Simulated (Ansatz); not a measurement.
System: solid CO2 (dry ice). Method: PBE0 (PAW; Ansatz, a quantum-chemistry and plane-wave program).

Numerical settings: plane-wave cutoff 460 eV, 4×4×4 k mesh, Fermi–Dirac smearing 0.01 eV, scalar-relativistic PAW data made under PBE.

Computed at the level's own relaxed cell.

Task: What does this level give for the equilibrium lattice constant a and band gap?

Result: 
- equilibrium lattice constant a: 5.931 Å
- band gap: 9.27 eV (on the SCF k mesh) (direct)

Measured, for comparison: lattice constant a 5.56 Å (5 K, zero-point motion not removed; as tabulated in Tran et al. (2019), arXiv:1903.00284). Computed (rounded) less measured: lattice constant a +6.7 %.

Note: the cell comes from a level without a dispersion term, which matters for the spacing of layers, chains or molecules.

The computed numbers hold no vibrational or temperature effects.
